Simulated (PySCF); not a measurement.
# 1,2-shift

Start structure (CH4OSi, singlet), relaxed at PBE0-D4/def2-TZVP:

```
7
angstrom
H -0.7290 -2.4541 -0.5631
O -0.7195 -1.5517 -0.2338
Si 0.6878 -0.7293 -0.5635
C 0.2288 0.9154 0.2424
H 0.9943 1.1932 0.9764
H -0.7502 0.9009 0.7260
H 0.2430 1.7059 -0.5182
```

The step: CH₄OSi ([CH3][Si][OH]) → CH₄OSi ([CH3][SiH][O]); bonds formed: H1–Si3; bonds broken: H1–O2. Computed with PySCF 2.14 with density fitting (its default auxiliary sets; JK sets also for MP2 and CCSD(T)) (basis: def2-TZVPP and def2-QZVPP); correlated methods freeze the cores. Extrapolation: Hartree–Fock as exp(−7.88 √X), correlation as X^−2.97. Energies below are by CCSD(T) at an estimated basis limit (MP2 extrapolated from triple and quadruple zeta, plus CCSD(T) − MP2 in triple zeta).

Problem. What are the electronic barrier and the energy of the step, from the start structure to the end structure? (An estimate is asked for; the value comes from the calculation.)

Solution. By the calculation: Barrier 57.36 kcal/mol; step energy 0.32 kcal/mol (uphill); reverse barrier, their difference, 57.04 kcal/mol. Barrier and step energy count from the start structure, the reverse barrier from the end structure.

The saddle point: One imaginary mode of 1560i cm⁻¹.
```json
{"pair": "H1–Si3", "start (Å)": "2.23", "saddle (Å)": "1.53", "end (Å)": "1.49"}
{"pair": "H1–O2", "start (Å)": "0.96", "saddle (Å)": "1.49", "end (Å)": "2.63"}
```

Zero-point energy (harmonic, PBE0-D4): ZPE is 31.23 kcal/mol at the start and 27.40 kcal/mol at the saddle, so the barrier goes from 57.36 to 53.53 kcal/mol.

T1 diagnostic: at most 0.026. The T1 diagnostic is large here, which may signal multireference character or strong orbital relaxation, so CCSD(T) is less sure. The restricted Hartree–Fock reference is unstable towards an unrestricted one at one or more of these structures. The start structure is not quite a true minimum (one mode of 63i cm⁻¹).

Labels in which every atom is bracketed show which atoms are joined, not bond orders.

For scale, one of the runs: CCSD(T)/def2-TZVPP, 160 basis functions, launched by `OMP_NUM_THREADS=4 python run.py`. The run took 67 s on 4 CPU threads of an INTEL XEON PLATINUM 8581C (shared host), with 1.1 GiB of host memory at its peak.
